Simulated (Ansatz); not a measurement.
# C₃H₄O₂: how energies converge with the basis set

The task here is to estimate one member of a computed series from the others.

Computed with Ansatz 0.2.0, Gaussian basis. Level: one geometry, several basis sets.

Levels to be run: PBE0-D4/def2-SVP; ωB97M-V/def2-SVP; PBE0-D4/def2-QZVPP; ωB97M-V/def2-QZVPP; the functionals' def2-TZVPP values are taken from earlier runs.

**The relaxed structure**

An earlier PBE0-D4 in a triple-zeta def2 set relaxation fixed the geometry.

SMILES `OC#CCO`, 9 atoms, charge 0, spin multiplicity 1.

Atoms are counted from 1 here; the program's logs count them from 0.

Bond lengths: O1–C2 1.303 Å, O1–H6 0.965 Å, C2–C3 1.201 Å, C3–C4 1.456 Å, C4–O5 1.414 Å, C4–H7 1.093 Å, C4–H8 1.099 Å, O5–H9 0.961 Å. Angles: C2–O1–H6 110.1°, O1–C2–C3 176.7°, C2–C3–C4 178.3°, C3–C4–O5 114.0°, C3–C4–H7 110.0°, C3–C4–H8 108.7°, O5–C4–H7 105.9°, O5–C4–H8 110.9°, H7–C4–H8 106.9°, C4–O5–H9 107.6°.

As a file:

```mol
C3H4O2
  3D, bonds by distance, orders not assigned

  9  8  0  0  0  0  0  0  0  0999 V2000
    1.3807    2.2174   -0.8501 O   0  0
    0.8337    1.1253   -0.3975 C   0  0
    0.3403    0.0898   -0.0430 C   0  0
   -0.2916   -1.1590    0.3597 C   0  0
   -1.7035   -1.0992    0.4113 O   0  0
    1.4597    2.8676   -0.1421 H   0  0
    0.0335   -1.4358    1.3657 H   0  0
    0.0434   -1.9583   -0.3160 H   0  0
   -2.0077   -0.6939   -0.4052 H   0  0
  1  2  8  0
  2  3  8  0
  3  4  8  0
  4  5  8  0
  1  6  8  0
  4  7  8  0
  4  8  8  0
  5  9  8  0
M  END
```

The first run:

Input file in.yaml:

```yaml
crystal:
  periodic: [false, false, false]
  atoms:
    - {symbol: O, position_ang: [1.380706, 2.217400, -0.850125]}
    - {symbol: C, position_ang: [0.833657, 1.125342, -0.397536]}
    - {symbol: C, position_ang: [0.340268, 0.089769, -0.043000]}
    - {symbol: C, position_ang: [-0.291618, -1.158952, 0.359652]}
    - {symbol: O, position_ang: [-1.703537, -1.099241, 0.411266]}
    - {symbol: H, position_ang: [1.459697, 2.867586, -0.142063]}
    - {symbol: H, position_ang: [0.033535, -1.435778, 1.365715]}
    - {symbol: H, position_ang: [0.043449, -1.958349, -0.316050]}
    - {symbol: H, position_ang: [-2.007655, -0.693877, -0.405159]}
basis:
  gaussian: {orbitals: def2-SVP}
hamiltonian: {xc: pbe0, dispersion: d4}
output: {orbitals: {seedname: orbitals}}
```

Steps of the session up to this table: PBE0-D4 in def2-SVP; ωB97M-V in def2-SVP; PBE0-D4 in def2-QZVPP; ωB97M-V in def2-QZVPP.

One of the session's tables, all rows but one given; the rest of the session is left out.

It belongs to the step «Functionals by basis». 

```
functional       basis  HOMO (eV)  LUMO (eV)
   PBE0-D4    def2-SVP      -7.08       1.02
   PBE0-D4  def2-TZVPP      -7.21       0.37
   PBE0-D4  def2-QZVPP      -7.25      -0.06
   ωB97M-V    def2-SVP      -9.32       2.71
   ωB97M-V  def2-TZVPP          ?          ?
   ωB97M-V  def2-QZVPP      -9.51       1.13
```

Estimate the missing values for ωB97M-V, def2-TZVPP.

**Answer.** HOMO (eV): -9.47; LUMO (eV): 1.84. In the column «HOMO (eV)» it lies between ωB97M-V, def2-QZVPP (-9.51) and ωB97M-V, def2-SVP (-9.32).
